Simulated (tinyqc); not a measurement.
Ways to converge the cycle: SCF convergence aids in the sto-3g basis, for H2O, spin multiplicity 1. Computed by the program tinyqc with PySCF. Command: `OMP_NUM_THREADS=1 python tinyqc.py 110444 110445 out.jsonl`; one thread of a shared host (Intel(R) Xeon(R) Processor @ 2.60GHz), about 0.4 s.

Geometry (angstrom):

| atom | x | y | z |
|---|---|---|---|
| O | 0.0000 | 0.0000 | 0.0000 |
| H | 0.0000 | 0.7830 | 0.6950 |
| H | 0.0000 | -0.7830 | 0.6950 |

lowest restricted solution found by these runs and by PySCF = -74.959208 hartree

RHF with one setting changed at a time; a run stops when the energy changes by less than 1e-09 hartree and the error matrix is below 1e-5. The start is random orbitals. Damping d keeps d of the old density; a shift (hartree) raises the virtual levels; DIIS n extrapolates F over n matrices.

Largest element of the error matrix X^T (FDS - SDF) X:

| iteration | plain | damping 0.3 | damping 0.6 | shift 0.4 | DIIS 3 | DIIS 8 |
|---|---|---|---|---|---|---|
| 1 | 6.4e+00 | 6.4e+00 | 6.4e+00 | 6.4e+00 | 6.4e+00 | 6.4e+00 |
| 2 | 4.2e-01 | 1.9e+00 | 3.8e+00 | 4.9e-01 | 4.2e-01 | 4.2e-01 |
| 3 | 7.7e-02 | 6.1e-01 | 2.3e+00 | 1.4e-01 | 8.2e-02 | 8.2e-02 |
| 4 | 3.0e-02 | 1.9e-01 | 1.4e+00 | 6.3e-02 | 3.1e-02 | 3.1e-02 |
| 5 | 1.6e-02 | 6.0e-02 | 8.6e-01 | 4.2e-02 | 1.1e-02 | 1.0e-02 |
| 6 | 8.2e-03 | 2.6e-02 | 5.2e-01 | 2.7e-02 | 3.3e-03 | 1.8e-03 |
| 8 | 2.3e-03 | 1.1e-02 | 1.9e-01 | 1.2e-02 | 6.3e-05 | 2.2e-05 |
| 10 | 6.2e-04 | 5.0e-03 | 7.0e-02 | 5.2e-03 | 6.9e-06 | 8.3e-07 |
| 14 | 4.7e-05 | 1.0e-03 | 1.2e-02 | 1.0e-03 | - | - |
| 20 | - | 8.8e-05 | 3.3e-03 | 8.6e-05 | - | - |
| 30 | - | - | 4.0e-04 | - | - | - |
| 45 | - | - | 1.7e-05 | - | - | - |

How each run ends:

| run | iterations | E (hartree) | state |
|---|---|---|---|
| plain | 17 | -74.95921 | lowest found |
| damping 0.3 | 26 | -74.95921 | lowest found |
| damping 0.6 | 48 | -74.95921 | lowest found |
| shift 0.4 | 26 | -74.95921 | lowest found |
| DIIS 3 | 10 | -74.95921 | lowest found |
| DIIS 8 | 10 | -74.95921 | lowest found |

6 of 6 runs reach the lowest restricted solution found, in 10 to 48 iterations (fastest: DIIS 3, DIIS 8). Plain steps already contract here, so damping only slows them. DIIS 3 and DIIS 8 gain by cancelling the error over several earlier matrices, much as a quasi-Newton step does.
